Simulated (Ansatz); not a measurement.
Base system: W in the bcc (W type) structure (space group Im-3m, No. 229; a = 3.184 Å).

The values are results of PBE/PAW in Ansatz (a first-principles code), no SOC, earlier PAW set, not measurements.

Now apply this change: Ta takes the place of W on all its sites; the structure is relaxed again.

Measured lattice parameter a: W 3.16 Å (static lattice; corrected from measurement; as listed in Daniel Mejia-Rodriguez, S. B. Trickey, Phys. Rev. B (2018)); Ta 3.299 Å (static lattice; corrected from measurement; as listed in Daniel Mejia-Rodriguez, S. B. Trickey, Phys. Rev. B (2018)).

Question: How well does PBE reproduce the measured shift?

Answer: With PBE the lattice parameter a moves by +0.136 Å (3.184 → 3.320) against +0.139 Å measured.

Whether these cells are dynamically stable was not tested. The final runs are not spin-polarised.
